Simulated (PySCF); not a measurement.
Excitations are Tamm–Dancoff values on a coarser integration grid. The basis has no diffuse functions, so Rydberg states are missing or too high.

Cartesian coordinates (Å):
```xyz
5

Cl     1.4909     0.7882     0.0194
C     -0.0040    -0.1449     0.0029
Cl    -1.4446     0.8688    -0.0529
H     -0.0427    -0.7373     0.9119
H      0.0004    -0.7748    -0.8814
```
Charge 0, spin multiplicity 1.

What is the computed S1 excitation (TDA), total energy and T1 excitation (TDA) (PBE-D3(BJ)/def2-TZVP // PBE0-D4/def2-TZVP (PySCF))?


```yaml
S1 excitation (TDA): 6.38 eV
total_energy: -959.3215 Ha
T1 excitation (TDA): 5.87 eV
```
